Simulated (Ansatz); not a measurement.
# CH5Al (triplet): wave-function methods side by side at distance Al1–H4 along a hydrogen transfer = 1.475 Å, cc-pVDZ

One table from this session's results is given with a row withheld; the runs are named, their logs left out.

Computed with Ansatz 0.2.0, Gaussian basis. Level: cc-pVDZ, core rule «outside noble gas», up to 6 orbitals frozen.

To be run: UHF; CCSD(T) on ROHF; CCSD(T) on UHF; BCCD(T) on ROHF; CISD; CCSDT(Q) on ROHF; CCSDT(Q) on UHF; CASSCF and NEVPT2, 4 electrons in 4 orbitals.

7 further runs of the same task are left out: 1 for a mislabelled method, 6 that didn't finish.

## The geometry

The geometry derives from fragments relaxed apart (PBE0/def2-TZVP) and kept rigid, so it is no stationary point. A hydrogen atom is moved between rigid fragments.

7 atoms, charge 0, spin multiplicity 3.

Atoms are counted from 1 here; the program's logs count them from 0.

Bond lengths: Al1–H2 1.586 Å, Al1–H3 1.586 Å, Al1–H4 1.475 Å, C5–H6 1.079 Å, C5–H7 1.079 Å. Angles: H2–Al1–H3 120.0°, H2–Al1–H4 120.0°, H3–Al1–H4 120.0°, H6–C5–H7 134.8°.

The first run:

Input file in.yaml:

```yaml
crystal:
  periodic: [false, false, false]
  atoms:
    - {symbol: Al, position_ang: [-1.001409, 0.000000, 0.000000]}
    - {symbol: H, position_ang: [-1.794333, 1.373384, 0.000000]}
    - {symbol: H, position_ang: [-1.794333, -1.373384, 0.000000]}
    - {symbol: H, position_ang: [0.473591, 0.000000, 0.000000]}
    - {symbol: C, position_ang: [2.090591, 0.000000, 0.000000]}
    - {symbol: H, position_ang: [2.505059, 0.000000, 0.996161]}
    - {symbol: H, position_ang: [2.505059, 0.000000, -0.996161]}
basis:
  gaussian: {orbitals: cc-pVDZ}
magnetization: {spin_polarized: true, initial_magnetization: 2}
hamiltonian: {xc: hf}
output: {orbitals: {seedname: orbitals}}
```

The run is started by

```
ansatz run in.yaml --threads 1 --pin off --events-out ev --progress --plain --max-ram 2393MiB
```

Among the steps run: UHF; CCSD(T) on ROHF; CCSD(T) on UHF; BCCD(T) on ROHF; CISD; CCSDT(Q) on ROHF; CCSDT(Q) on UHF; CASSCF and NEVPT2, 4 electrons in 4 orbitals.

One of the session's tables, all rows but one given; the rest of the session is left out.

It belongs to the step «Misses and costs». 

```
     method  from UCCSDT(Q) (kcal/mol)
       ROHF                    +150.42
        UHF                    +145.36
       RMP2                     +31.33
       UMP2                     +31.18
       CISD                     +14.77
      RCCSD                      +3.33
      UCCSD                      +3.25
   RCCSD(T)                      +0.72
   UCCSD(T)                      +0.72
    BCCD(T)                      +0.72
     RCCSDT                      +0.13
     UCCSDT                          ?
  RCCSDT(Q)                      +0.02
  UCCSDT(Q)                          0
CASSCF pair                    +139.74
NEVPT2 pair                     +31.20
```

**Question.** Estimate the row for UCCSDT.

The run gave: from UCCSDT(Q) (kcal/mol): +0.11. In the column «from UCCSDT(Q) (kcal/mol)» it lies between RCCSDT(Q) (+0.02) and RCCSDT (+0.13).

To keep in mind: Restricted and unrestricted rows rest on different reference determinants; where their highest levels disagree by more than a few hundredths of an eV, they describe different states and don't form one ladder.
